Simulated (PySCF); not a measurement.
## Which functional comes closest?

Molecule: SMILES O=C(Cl)C1CC1, C4H5ClO.

Bonds (- single, = double, # triple, : aromatic): O1=C2 1.183 Å, C2-Cl3 1.809 Å, C2-C4 1.475 Å, C4-C5 1.512 Å, C5-C6 1.482 Å, C6-C4 1.512 Å. C4 carries H7; C5 carries H8, H9; C6 carries H10, H11. H8, H11 are cis to C2 on the ring; H9, H10 are trans to C2 on the ring.

Geometry PBE0-D3(BJ)/def2-SVP throughout; GIAO in PySCF 2.14.0 with density-fitted response routines, gas phase, one conformer, non-relativistic; equivalent atoms averaged; basis pcSseg-2.

Reference values (measured; solution, not stated per compound (mostly CDCl3 or CCl4); Pretsch, Buehlmann, Badertscher, Structure Determination of Organic Compounds, 4th ed. (2009)): δ(H7) = 2.11 ppm. Computed shifts are taken against TMS, calculated as an isolated molecule at each level.

Q: How do the functionals KT2, KT3, B97-D, B3LYP, PBE0, mPW1PW91 perform against the reference? Times are CPU seconds on 1 thread of an Intel Xeon Platinum 8259CL, shared host; the GGAs took longer than the global hybrids here, which isn't the general rule, and the cause wasn't traced.

A: 
```
functional           kind    H7  abs. error H  core-s
       KT2            GGA  1.83          0.28      95
       KT3            GGA  1.83          0.28     100
     B97-D            GGA  1.83          0.28      91
     B3LYP  global hybrid  1.79          0.32      56
      PBE0  global hybrid  1.82          0.29      65
  mPW1PW91  global hybrid  1.82          0.29      60
```

For 1H the closest is KT2 (0.28 ppm, with KT3, B97-D, PBE0, mPW1PW91 practically level) and the furthest B3LYP (0.32 ppm). One molecule is a small sample, and vibrational and solvent effects are absent from the calculation.
